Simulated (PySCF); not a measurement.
Compound: C₃HF₂ (charge +1).
SMILES with atom numbers: `[F:1][c:2]1[cH:3][c+:4]1[F:5]` (hydrogens: H6 on C3)

The same species was optimised twice, with GFN2-xTB and with PBE0-D3(BJ)/def2-SVP (PySCF), and the same property calculations (PySCF, gas phase) were run on both structures.

| coordinate | GFN2-xTB | PBE0-D3(BJ)/def2-SVP | change |
| --- | --- | --- | --- |
| C2–C4 (Å) | 1.392 | 1.368 | -0.024 |
| C3–H6 (Å) | 1.080 | 1.096 | +0.016 |
| C3–C4 (Å) | 1.389 | 1.375 | -0.014 |
| C2–C3 (Å) | 1.389 | 1.375 | -0.014 |
| C4–F5 (Å) | 1.254 | 1.250 | -0.004 |
| F1–C2 (Å) | 1.254 | 1.250 | -0.004 |
| F1–C2–C3 (°) | 149.7 | 147.9 | -1.8 |
| C3–C4–F5 (°) | 149.6 | 147.9 | -1.7 |
| F1–C2–C4 (°) | 150.4 | 152.0 | +1.6 |
| C2–C4–F5 (°) | 150.5 | 151.9 | +1.4 |
| C2–C3–C4 (°) | 60.2 | 59.7 | -0.5 |
| C2–C3–H6 (°) | 149.9 | 150.2 | +0.3 |
| C2–C4–C3 (°) | 59.9 | 60.2 | +0.3 |
| C3–C2–C4 (°) | 59.9 | 60.2 | +0.3 |

Rotational constants: A = 13851, B = 3802, C = 2983 MHz (GFN2-xTB) against A = 14424, B = 3811, C = 3014 MHz (PBE0-D3(BJ)/def2-SVP). Point groups within 0.08 Å: C2v and C2v.

On the GFN2-xTB structure: lowest singlet, TDDFT (eV) 7.05 [B3LYP/def2-SVPD]; lowest triplet, Tamm–Dancoff (eV) 6.14 [B3LYP/def2-SVPD]; isotropic polarisability (au) 27.8 [B3LYP/def2-SVPD]; HOMO (eV) -17.06 [B3LYP/def2-SVPD]; LUMO (eV) -8.42 [B3LYP/def2-SVPD]; HOMO (eV) -17.31 [PBE0/pcSseg-1]; LUMO (eV) -8.09 [PBE0/pcSseg-1]; GIAO shielding of F1/F5 (mean) (ppm) 215.7 [PBE0/pcSseg-1]; GIAO shielding of C2/C4 (mean) (ppm) 18.7 [PBE0/pcSseg-1]; GIAO shielding of C3 (ppm) 33.1 [PBE0/pcSseg-1]; F1s of F1 (eV) 701.89 [delta-SCF UKS SCAN, pcX-2 on the ionised atom, pcseg-1 elsewhere, spin-free X2C]; C1s of C2 (eV) 303.10 [delta-SCF UKS SCAN, pcX-2 on the ionised atom, pcseg-1 elsewhere, spin-free X2C]; C1s of C3 (eV) 300.65 [delta-SCF UKS SCAN, pcX-2 on the ionised atom, pcseg-1 elsewhere, spin-free X2C].

What do these properties become on the PBE0-D3(BJ)/def2-SVP structure?

| property | level | on GFN2-xTB | on PBE0-D3(BJ)/def2-SVP | change |
| --- | --- | --- | --- | --- |
| lowest singlet, TDDFT (eV) | B3LYP/def2-SVPD | 7.05 | 7.21 | +0.16 |
| lowest triplet, Tamm–Dancoff (eV) | B3LYP/def2-SVPD | 6.14 | 6.29 | +0.15 |
| isotropic polarisability (au) | B3LYP/def2-SVPD | 27.8 | 27.4 | -0.4 |
| HOMO (eV) | B3LYP/def2-SVPD | -17.06 | -17.18 | -0.12 |
| LUMO (eV) | B3LYP/def2-SVPD | -8.42 | -8.39 | +0.03 |
| energy, GFN2-xTB geometry as zero (kcal/mol) | B3LYP/def2-SVPD | 0.0 | -0.5 | -0.5 |
| HOMO (eV) | PBE0/pcSseg-1 | -17.31 | -17.43 | -0.12 |
| LUMO (eV) | PBE0/pcSseg-1 | -8.09 | -8.06 | +0.03 |
| energy, GFN2-xTB geometry as zero (kcal/mol) | PBE0/pcSseg-1 | 0.0 | -1.0 | -1.0 |
| GIAO shielding of F1/F5 (mean) (ppm) | PBE0/pcSseg-1 | 215.7 | 224.6 | +8.9 |
| GIAO shielding of C2/C4 (mean) (ppm) | PBE0/pcSseg-1 | 18.7 | 23.4 | +4.7 |
| GIAO shielding of C3 (ppm) | PBE0/pcSseg-1 | 33.1 | 34.7 | +1.6 |
| F1s of F1 (eV) | delta-SCF UKS SCAN, pcX-2 on the ionised atom, pcseg-1 elsewhere, spin-free X2C | 701.89 | 701.91 | +0.02 |
| C1s of C2 (eV) | delta-SCF UKS SCAN, pcX-2 on the ionised atom, pcseg-1 elsewhere, spin-free X2C | 303.10 | 303.11 | +0.01 |
| C1s of C3 (eV) | delta-SCF UKS SCAN, pcX-2 on the ionised atom, pcseg-1 elsewhere, spin-free X2C | 300.65 | 300.62 | -0.03 |

The heavy atoms differ by 0.018 Å rms after alignment. Among all bonds C2–C4 changes most (-0.024 Å). Changes are differences of the printed values. Neither structure is proved a minimum here. Isolated species at its PBE0-D3(BJ)/def2-SVP geometry, gas phase.
